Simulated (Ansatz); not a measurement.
Complex (SMILES): Cl (HCl) with Cl (HCl), atoms 1 to 2 the first; geometry from NCB31 set, monomers rigid:
```xyz
4

Cl     1.8608    -0.0654    -0.0001
H      1.7539     1.2110     0.0003
Cl    -1.9253     0.0056    -0.0001
H     -0.6584    -0.1937     0.0025
```

Basis-set convergence of the counterpoise-corrected interaction energy at HF with Ansatz (a program for electronic structure). Cartesian d functions, on some or all atoms, in 6-31G**; all else is spherical. No added dispersion term, no relativity. Functions are those of the species that has most. Reference: the value in aug-cc-pV(5+d)Z, -0.21 kcal/mol. Deviations are taken from unrounded values.

| basis | functions | counterpoise-corrected interaction energy (kcal/mol) | minus reference (kcal/mol) |
|---|---|---|---|
| pcseg-0 | 30 | -0.64 | -0.43 |
| 6-31G** | 48 | -0.29 | -0.08 |
| cc-pV(D+d)Z | 56 | -0.34 | -0.12 |
| pcseg-2 | 96 | -0.11 | 0.10 |
| def2-TZVPP | 112 | -0.20 | 0.01 |
| aug-cc-pV(T+d)Z | 156 | -0.21 | 0.00 |
| aug-pcseg-3 | 276 | -0.20 | 0.01 |
| cc-pV(5+d)Z | 310 | -0.22 | 0.00 |
| aug-cc-pV(5+d)Z | 432 | -0.21 | 0.00 |

The smallest set listed that lies within 0.05 kcal/mol of the reference with all its larger relatives (same family, alike in diffuse functions; a set with none counts only in the reference's own line) is def2-TZVPP (112 functions, 0.01 kcal/mol off). Inside, with no larger relative to test it: aug-pcseg-3, cc-pV(5+d)Z. (Relatives not listed, tested too: def2-QZVP 0.00, def2-QZVPP 0.00, aug-cc-pV(Q+d)Z 0.00 kcal/mol.)
